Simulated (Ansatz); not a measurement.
## Two structures, one formula

Two relaxed structures of CH$_{5}$BN, doublet (PBE0-D4/def2-TZVP; forces vanish, vibrations not checked).

A:

B1  (-1.539, 0.363, -0.562)
N2  (-0.343, 0.057, -0.062)
C3  (0.700, -0.358, 0.758)
H4  (-1.651, 0.804, -1.676)
H5  (-2.519, 0.190, 0.127)
H6  (0.285, -0.693, 1.722)
H7  (1.248, -1.206, 0.332)
H8  (1.403, 0.454, 0.976)
(Å)

B:

| atom | x (Å) | y (Å) | z (Å) |
| --- | --- | --- | --- |
| B1 | -1.4306 | 0.3492 | -0.6034 |
| N2 | -0.0787 | 0.1838 | -0.4448 |
| C3 | 0.6016 | -0.3349 | 0.7240 |
| H4 | -1.9598 | 0.7814 | -1.5842 |
| H5 | 0.5480 | 0.4379 | -1.1987 |
| H6 | -0.1408 | -0.5822 | 1.4820 |
| H7 | 1.1684 | -1.2391 | 0.4840 |
| H8 | 1.2919 | 0.4040 | 1.1412 |

Ansatz 0.2.0; basis: def2-TZVPP; cores frozen in the correlated methods; orbitals are unrestricted. B3LYP uses VWN-RPA correlation.

**Question.** Which structure is lower at CCSD(T), and by how much? (To be estimated.)

**Answer.** The calculation gives: B, by 3.99 kcal/mol (electronic energy, against the other). By their contacts, A is CH₅BN ([BH2][N][CH3]) and B is CH₅BN ([BH][NH][CH3]).

**Question.** Do the other methods give the same order? (A judgement: the text doesn't fix the answer.)

**Answer.** Computed: Not all: PBE-D4, B3LYP-D4 give the other order.

```json
{"method": "PBE-D4", "E(B) − E(A) (kcal/mol)": "0.33"}
{"method": "r2SCAN-D4", "E(B) − E(A) (kcal/mol)": "-0.29"}
{"method": "PBE0-D4", "E(B) − E(A) (kcal/mol)": "-2.00"}
{"method": "B3LYP-D4", "E(B) − E(A) (kcal/mol)": "0.57"}
{"method": "wB97M-V", "E(B) − E(A) (kcal/mol)": "-1.12"}
{"method": "HF", "E(B) − E(A) (kcal/mol)": "-1.36"}
{"method": "MP2", "E(B) − E(A) (kcal/mol)": "-10.23"}
{"method": "CCSD", "E(B) − E(A) (kcal/mol)": "-3.92"}
{"method": "CCSD(T)", "E(B) − E(A) (kcal/mol)": "-3.99"}
```

The T1 diagnostic stays at or below 0.024. ⟨S²⟩ of the unrestricted Hartree–Fock references: 0.76 to 0.78 (a pure state has 0.75).

Labels in which every atom is bracketed show which atoms are joined, not bond orders.

For scale, one of the runs: CCSD(T)/def2-TZVPP, 163 basis functions, launched by `ansatz run in.yaml --threads 2 --pin off --events-out ev --progress --plain --max-ram 4352MiB`. Hardware: 2 CPU threads of an Arm Neoverse V1, shared host. Wall time 77 s; peak host memory 3.1 GiB.
